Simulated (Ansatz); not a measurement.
# CHF₂N: basis-set convergence

An exercise on one series of results from a longer session: the logs are not shown, and one member is left open.

Program: Ansatz 0.2.0, Gaussian basis. Level of theory: one geometry, several basis sets. These are calculated values, not measurements.

The runs, in order: PBE0-D4/def2-SVP; ωB97M-V/def2-SVP; PBE0-D4/def2-QZVPP; ωB97M-V/def2-QZVPP; the functionals' def2-TZVPP values are taken from earlier runs.

## The geometry

An earlier PBE0-D4 in a triple-zeta def2 set relaxation fixed the geometry.

SMILES `N=C(F)F`, 5 atoms, charge 0, spin multiplicity 1.

Atoms are counted from 1 here; the program's logs count them from 0.

Bond lengths: N1–C2 1.236 Å, N1–H5 1.014 Å, C2–F3 1.304 Å, C2–F4 1.320 Å. Angles: C2–N1–H5 111.7°, N1–C2–F3 123.4°, N1–C2–F4 128.2°, F3–C2–F4 108.4°.

The first run:

File in.yaml:

```yaml
crystal:
  periodic: [false, false, false]
  atoms:
    - {symbol: N, position_ang: [0.122851, 0.962903, 0.094492]}
    - {symbol: C, position_ang: [0.107069, -0.271631, 0.150555]}
    - {symbol: F, position_ang: [0.712126, -0.955930, 1.081528]}
    - {symbol: F, position_ang: [-0.488312, -1.118499, -0.668029]}
    - {symbol: H, position_ang: [-0.403834, 1.309557, -0.699946]}
basis:
  gaussian: {orbitals: def2-SVP}
hamiltonian: {xc: pbe0, dispersion: d4}
output: {orbitals: {seedname: orbitals}}
```

The run is started by

```console
$ ansatz run in.yaml --threads 2 --pin off --events-out ev --progress --plain --max-ram 4352MiB
```

Steps of the session up to this table: PBE0-D4 in def2-SVP; ωB97M-V in def2-SVP; PBE0-D4 in def2-QZVPP; ωB97M-V in def2-QZVPP.

One table of the session follows, with a row left open; its other results are not shown here.

It belongs to the step «Functionals by basis». 

```
functional       basis  HOMO (eV)  LUMO (eV)
   PBE0-D4    def2-SVP      -9.18       0.50
   PBE0-D4  def2-TZVPP      -9.43       0.26
   PBE0-D4  def2-QZVPP      -9.48       0.16
   ωB97M-V    def2-SVP          ?          ?
   ωB97M-V  def2-TZVPP     -11.89       2.64
   ωB97M-V  def2-QZVPP     -11.94       1.91
```

Q: Estimate the row for ωB97M-V, def2-SVP from the others.

As computed: HOMO (eV): -11.60; LUMO (eV): 2.98. In the column «HOMO (eV)» it lies between ωB97M-V, def2-TZVPP (-11.89) and PBE0-D4, def2-QZVPP (-9.48).
